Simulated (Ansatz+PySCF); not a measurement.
Two shapes of doublet C₂H₃N₂.

Shape 1:

```xyz
7

H    -2.4576   -0.0075    0.2392
N    -1.5567   -0.3383   -0.0703
C    -0.5005    0.5455    0.0135
C     0.8185    0.1180    0.0009
N     1.9289   -0.2425    0.0037
H    -1.3719   -1.3069    0.1448
H    -0.7167    1.5525   -0.0078
```

Shape 2:

```xyz
7

H    -2.4567   -0.0117    0.2393
N    -1.5558   -0.3425   -0.0702
C    -0.4996    0.5414    0.0136
C     0.8194    0.1138    0.0010
N     1.9298   -0.2467    0.0038
H    -1.3710   -1.3111    0.1449
H    -0.7221    1.5776   -0.0083
```

Basis set: cc-pVTZ (spherical functions). Left uncorrelated: 4 orbitals. Correlation on ROHF uses semicanonical orbitals with singles. Charge 0, multiplicity 2.

Computed with Ansatz (development build ahead of 0.2.0) and PySCF 2.14.0; each method stands on the lowest determinant of its kind that the runs found.

Question: Which shape is lower in energy, and by how much in each method?

Answer:

| method | E(2) − E(1) (eV) |
| --- | --- |
| ROHF | -0.028 |
| UHF | -0.030 |
| ROHF-MP2 | -0.037 |
| UHF-MP2 | -0.035 |

Shape 2 is lower. Caution for UHF, UHF-MP2: the unrestricted determinant is spin contaminated. Caution for ROHF-MP2, UHF-MP2: forces differ strongly between restricted and unrestricted references.
